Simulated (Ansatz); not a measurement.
We consider 2H WS₂, described by PBE-D3(BJ)+SOC in Ansatz (PAW).

Numerical settings: plane-wave cutoff 520 eV, 12×12×4 k mesh (along the axes of the cell as run), PAW data made under PBE.

Cell (relaxed at this level):

```cif
data_S4W2
_chemical_formula_sum 'W2 S4'
_space_group_name_H-M_alt 'P 1'
_space_group_IT_number 1
_cell_length_a 3.15328
_cell_length_b 3.15328
_cell_length_c 12.13684
_cell_angle_alpha 90.000
_cell_angle_beta 90.000
_cell_angle_gamma 120.000
loop_
_space_group_symop_operation_xyz
  'x, y, z'
loop_
_atom_site_label
_atom_site_type_symbol
_atom_site_fract_x
_atom_site_fract_y
_atom_site_fract_z
_atom_site_occupancy
W1 W 0.66667 0.33333 0.75000 1
W2 W 0.33333 0.66667 0.25000 1
S1 S 0.66667 0.33333 0.37976 1
S2 S 0.33333 0.66667 0.87976 1
S3 S 0.33333 0.66667 0.62024 1
S4 S 0.66667 0.33333 0.12024 1
```

**Question.** Estimate the elastic constant C33, elastic constant C11, Poisson ratio, elastic constant C12, elastic constant C13, elastic constant C44 and elastic constant C66 that the calculation returns.

**Answer.** 
elastic constant C33: 65.4 GPa
elastic constant C11: 252 GPa
Poisson ratio: 0.198
elastic constant C12: 52.4 GPa
elastic constant C13: 10.4 GPa
elastic constant C44: 21.5 GPa
elastic constant C66: 99.8 GPa

Measured, for comparison: elastic constant C33 60 ± 5 GPa (temperature not stated, not corrected to a static lattice; as tabulated in Björkman et al. (2012), arXiv:1206.3542). Computed (rounded) less measured: elastic constant C33 +9 %. A static lattice is as a rule a little smaller and stiffer than an uncorrected measurement, which narrows the difference in the elastic constant C33 and would widen misses of the other sign.

Elastic constants are with the ions relaxed.

Cost on a shared machine: roughly 70 core-minutes.

Ansatz is a first-principles code.
